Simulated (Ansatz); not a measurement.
System: C$_{2}$F$_{4}$, charge 0, singlet. C2F4 (1,1,2,2-tetrafluoroethene, SMILES FC(F)=C(F)F).
B3LYP-D3(BJ)/def2-TZVP minimum from Ansatz (a program for electronic structure):
```
C
F 1 1.3190
F 1 1.3190 2 113.18
C 1 1.3209 2 123.41 3 180.00
F 4 1.3190 1 123.41 2 -180.00
F 4 1.3190 5 113.18 1 180.00
```

Total energies in cc-pVDZ, 36 correlated electrons, 6 frozen orbitals. UHF or UKS for unpaired electrons; spin-orbit terms are left out. Correlated methods leave the cores frozen. No relativity.

```
method    program  energy (Eh)  minus CCSDT(Q) (mEh)
--------  -------  -----------  --------------------
HF         Ansatz   -473.44115               1033.90
MP2        Ansatz   -474.43113                 43.91
CCSD       Ansatz   -474.44793                 27.11
CCSD(T)    Ansatz   -474.47166                  3.38
CCSDT(Q)   Ansatz   -474.47504                  0.00
```

Rough core times of Ansatz's runs on a shared machine: CCSD(T) under 20 s, CCSDT(Q) 40 min.
